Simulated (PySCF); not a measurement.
# Aluminium: a sound run and one with changed settings

Sound run: Al [Ne] 3s2 3p1, Al⁺ [Ne] 3s2. Computed with PySCF 2.14 in cc-pV(T+d)Z (5s4p3d1f, 39 functions), with the non-relativistic Hamiltonian (point nucleus). In the sound run the correlated levels freeze [Ne]. The sound run starts from symmetry-adapted Hartree-Fock orbitals and uses a fine grid where one is needed.

Changed run: basis STO-3G. This setting is unsound on purpose.

| species | method | sound run (hartree) | changed run (hartree) | converged |
| --- | --- | --- | --- | --- |
| Al | UHF | -241.87908 | -238.85836 | yes |
| Al | B3LYP | -242.38953 | -239.32622 | yes |
| Al | TPSS | -242.38260 | -239.32118 | yes |
| Al | MP2 | -241.91496 | -238.87253 | yes |
| Al | CCSD(T) | -241.93131 | -238.88392 | yes |
| Al⁺ | UHF | -241.67338 | -238.88005 | yes |
| Al⁺ | B3LYP | -242.16852 | -239.31355 | yes |
| Al⁺ | TPSS | -242.15681 | -239.30525 | yes |
| Al⁺ | MP2 | -241.70114 | -238.90216 | yes |
| Al⁺ | CCSD(T) | -241.71291 | -238.91866 | yes |

Ionisation energy of Al:

| method | sound run (eV) | changed run (eV) |
| --- | --- | --- |
| UHF | 5.598 | -0.590 |
| B3LYP | 6.014 | 0.345 |
| TPSS | 6.144 | 0.434 |
| MP2 | 5.818 | -0.806 |
| SCS-MP2 | 5.803 | -0.849 |
| CCSD | 5.912 | -0.945 |
| CCSD(T) | 5.943 | -0.945 |

A minimal basis cannot let orbitals breathe on ionisation and holds almost no correlation. A negative ionisation energy or a positive MP2 energy shows that the occupation asked for is not the lowest one in this basis.

For comparison, NIST gives 5.986 eV between the lowest levels.
